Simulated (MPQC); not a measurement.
# CH3O (SMILES C[O]) at 3 levels

Wanted: a comparison of 3 runs (UHF/6-31+G*, UHF/def2-SVP, UHF/6-311G**) of CH3O. 

The results are computed with MPQC 2.3.1.

5 further runs of the same task are left out: 4 that didn't finish, 1 set aside as unsound or not needed.

## (1) Starting point

The species is CH3O (5 atoms), meant as a doublet with charge 0. As SMILES, `C[O]`. The coordinates come from a PBE0-D4/def2-TZVP relaxation.

Bond lengths: C1–O2 1.355 Å, C1–H3 1.108 Å, C1–H4 1.100 Å, C1–H5 1.100 Å. Angles: O2–C1–H3 105.3°, O2–C1–H4 113.5°, O2–C1–H5 113.5°, H3–C1–H4 106.2°, H3–C1–H5 106.2°, H4–C1–H5 111.5°.

## (2) Energy and forces at UHF/6-31+G(d) (spherical functions) (run 1)

The input, job.in:

```
% CH3O
molecule<Molecule>: (
  symmetry = c1
  unit = bohr
  { atoms geometry } = {
    C  [ -0.00056692   0.09807679   0.02607822 ]
    O  [ 1.85401030  -1.59360604  -0.47999044 ]
    H  [ -1.79278317  -0.96035882  -0.20427939 ]
    H  [ -0.07861261   1.67146276  -1.32998925 ]
    H  [ 0.01795240   0.78461429   1.98818086 ]
  }
)
basis<GaussianBasisSet>: (
  name = "6-31+G*"
  molecule = $:molecule
  basisdir = "."
  puream = yes
)
mpqc: (
  checkpoint = no
  savestate = no
  restart = no
  do_energy = yes
  do_gradient = yes
  optimize = no
  mole<UHF>: (
    molecule = $:molecule
    basis = $:basis
    total_charge = 0
    multiplicity = 2
    memory = 1000000000
    print_evals = yes
    print_npa = yes
    maxiter = 120
    value_accuracy = 1e-08
    guess_wavefunction<UHF>: (
      molecule = $:molecule
      total_charge = 0
      multiplicity = 2
      memory = 1000000000
      value_accuracy = 1e-3
      basis<GaussianBasisSet>: (
        name = "STO-3G"
        molecule = $:molecule
      )
    )
  )
)
```

The basis set 6-31+G* is read from a file made from the Basis Set Exchange's data (not shown).

Started as:

```sh
$ mpqc job.in > job.out
```

Log:

```text
MPQC: Massively Parallel Quantum Chemistry
[...]
  <S^2>      = 0.759417
  total scf energy = -114.4227909818
[...]
Value of the MolecularEnergy: -114.4227909818
  Gradient of the MolecularEnergy:
      1    0.0317030358
      2   -0.0118096738
      3   -0.0041566070
      4   -0.0134557225
      5    0.0080128446
      6    0.0025297948
      7   -0.0093974606
      8   -0.0045212084
      9   -0.0009183925
     10   -0.0046574613
     11    0.0063540306
     12   -0.0070121335
[...]
      symmetry = c1
[...]
      nbasis = 42
[...]
    nalpha = 9
    nbeta = 8
[...]
```

Wall time 8.1 s (1 thread of Arm Neoverse V1, shared host); peak memory 0.26 GiB.

## (3) Energy and gradient at UHF/def2-SVP (run 2)

job.in, as its differences from that of step 2:

```diff
@@ -1,11 +1,11 @@
-% CH3O
+% emacs should use -*- KeyVal -*- mode
 molecule<Molecule>: (
   symmetry = c1
-  unit = bohr
+  unit = angstrom
   { atoms geometry } = {
-    C  [ -0.00056692   0.09807679   0.02607822 ]
-    O  [ 1.85401030  -1.59360604  -0.47999044 ]
-    H  [ -1.79278317  -0.96035882  -0.20427939 ]
-    H  [ -0.07861261   1.67146276  -1.32998925 ]
-    H  [ 0.01795240   0.78461429   1.98818086 ]
+    C  [ -0.000300 0.051900 0.013800 ]
+    O  [ 0.981100 -0.843300 -0.254000 ]
+    H  [ -0.948700 -0.508200 -0.108100 ]
+    H  [ -0.041600 0.884500 -0.703800 ]
+    H  [ 0.009500 0.415200 1.052100 ]
   }
@@ -13,3 +13,3 @@
 basis<GaussianBasisSet>: (
-  name = "6-31+G*"
+  name = "def2-SVP"
   molecule = $:molecule
```

The basis set def2-SVP is read from a file made from the Basis Set Exchange's data (not shown).

Started as:

```sh
$ mpqc job.in > job.out
```

Log:

```text
MPQC: Massively Parallel Quantum Chemistry
[...]
  <S^2>      = 0.757830
  total scf energy = -114.3316894729
[...]
Value of the MolecularEnergy: -114.3316894729
  Gradient of the MolecularEnergy:
      1    0.0207380374
      2   -0.0029732526
      3   -0.0014721671
      4   -0.0088413358
      5    0.0042999349
      6    0.0014004219
      7   -0.0055144485
      8   -0.0031628628
      9   -0.0006710428
     10   -0.0033116363
     11    0.0020822479
     12   -0.0040696948
[...]
      symmetry = c1
[...]
      nbasis = 43
[...]
    nalpha = 9
    nbeta = 8
[...]
```

Run time: 3.6 s. Hardware: 1 thread of Arm Neoverse V1, shared host; peak memory 0.15 GiB.

## (4) Energy and forces at UHF/6-311G(d,p) (run 3)

The input, run.in:

```
% emacs should use -*- KeyVal -*- mode
molecule<Molecule>: (
   symmetry = c1
   unit = bohr
   { atoms geometry } = {
      C  [ -0.00056692 0.09807679 0.02607822 ]
      O  [ 1.85401030 -1.59360604 -0.47999044 ]
      H  [ -1.79278317 -0.96035882 -0.20427939 ]
      H  [ -0.07861261 1.67146276 -1.32998925 ]
      H  [ 0.01795240 0.78461429 1.98818086 ]
   }
)
basis<GaussianBasisSet>: (
   name = "6-311G**"
   molecule = $:molecule
   basisdir = "."
   puream = yes
)
mpqc: (
   checkpoint = no
   savestate = no
   restart = no
   do_energy = yes
   do_gradient = yes
   optimize = no
   mole<UHF>: (
      molecule = $:molecule
      basis = $:basis
      total_charge = 0
      multiplicity = 2
      memory = 1000000000
      print_evals = yes
      print_npa = yes
      maxiter = 120
      value_accuracy = 1e-08
      guess_wavefunction<UHF>: (
         molecule = $:molecule
         total_charge = 0
         multiplicity = 2
         memory = 1000000000
         value_accuracy = 1e-3
         basis<GaussianBasisSet>: (
            name = "STO-3G"
            molecule = $:molecule
         )
      )
   )
)
```

The basis set 6-311G** is read from a file made from the Basis Set Exchange's data (not shown).

Started as:

```sh
$ mpqc -o run.out run.in
```

Log:

```text
MPQC: Massively Parallel Quantum Chemistry
[...]
  <S^2>      = 0.758252
  total scf energy = -114.4523081795
[...]
Value of the MolecularEnergy: -114.4523081795
  Gradient of the MolecularEnergy:
      1    0.0273017362
      2   -0.0091821145
      3   -0.0033265681
      4   -0.0116036921
      5    0.0066786744
      6    0.0021205903
      7   -0.0083394140
      8   -0.0044459284
      9   -0.0009295908
     10   -0.0038883889
     11    0.0054500037
     12   -0.0063920429
[...]
      symmetry = c1
[...]
      nbasis = 54
[...]
    nalpha = 9
    nbeta = 8
[...]
```

It took 30 s on 1 thread of Arm Neoverse V1, shared host; peak memory 0.51 GiB.

## (5) The series

```
run                              level  energy (Eh)   ⟨S²⟩  largest force (eV/Å)  wall time
  1  UHF/6-31+G* (spherical functions)  -114.422791  0.759                 1.753      8.1 s
  2                       UHF/def2-SVP  -114.331689  0.758                 1.080      3.6 s
  3                       UHF/6-311G**  -114.452308  0.758                 1.491       30 s
```

## (6) Outcome

| quantity | value |
| --- | --- |
| run 3: total energy | -114.45231 Eh |
| run 3: ⟨S²⟩ | 0.758 |
| run 3: largest force on an atom | 1.491 eV/Å |

**Reading.** Over the runs the total energy spans 3.282 eV. All runs together took 41 s, the longest 30 s.
